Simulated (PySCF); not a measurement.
All of these have the formula C5H11Cl. Method: TDDFT PBE0/def2-SVPD, vertical, gas phase, core orbitals frozen in the response in PySCF 2.14.0, density-fitted response routines. Geometries: GFN2-xTB; one conformer of each isolated species. Triplets are in the Tamm–Dancoff approximation.

A. `CC[C@H](C)CCl` (1-chloro-2-methylbutane)
B. `CCC(C)(C)Cl` (2-chloro-2-methylbutane)
C. `CC(C)[C@H](C)Cl` (2-chloro-3-methylbutane)

Lowest singlet levels (six at most, fewer where fewer were computed) with oscillator strengths:

1. 169 nm (f 0.001); 168 nm (f 0.002); 156 nm (f 0.026); 155 nm (f 0.016); 146 nm (f 0.001); 145 nm (f 0.042); T1 6.67 eV
2. 170 nm (f 0.003); 169 nm (f 0.003); 158 nm (f 0.037); 157 nm (f 0.041); 143 nm (f 0.001); 143 nm (f 0.002); T1 6.60 eV
3. 169 nm (f 0.002); 168 nm (f 0.004); 154 nm (f 0.016); 153 nm (f 0.020); 146 nm (f 0.001); 145 nm (f 0.020); T1 6.67 eV

**Question.** Match each spectrum to its molecule.

**Answer.** 1 = C, 2 = B, 3 = A.
- A: S1 at 7.32 eV, HOMO→LUMO (75%), HOMO→LUMO+1 (15%); Löwdin shares by element: HOMO chlorine 68%, carbon 17% or more, hydrogen 4% or more; LUMO carbon 34% or more, chlorine 26% (atoms not listed hold the other 40%); HOMO -8.28 and LUMO 0.45 eV.
- B: S1 at 7.28 eV, HOMO→LUMO+1 (58%), HOMO→LUMO (38%); Löwdin shares by element: HOMO chlorine 74%, carbon 19% or more; LUMO chlorine 22%, hydrogen 18% or more, carbon 9% or more (atoms not listed hold the other 52%); HOMO -8.24 and LUMO 0.53 eV.
- C: S1 at 7.34 eV, HOMO→LUMO (56%), HOMO→LUMO+1 (34%); Löwdin shares by element: HOMO chlorine 71%, carbon 15% or more; LUMO carbon 32% or more, chlorine 22% (atoms not listed hold the other 46%); HOMO -8.24 and LUMO 0.59 eV.
A and B have S1 within 0.04 eV of each other; their strongest listed levels stand at 8.10 eV (f 0.020) and 7.88 eV (f 0.041).
A and C have S1 within 0.03 eV of each other; their strongest listed levels stand at 8.10 eV (f 0.020) and 8.52 eV (f 0.042).
B and C have S1 within 0.06 eV of each other; their strongest listed levels stand at 7.88 eV (f 0.041) and 8.52 eV (f 0.042).
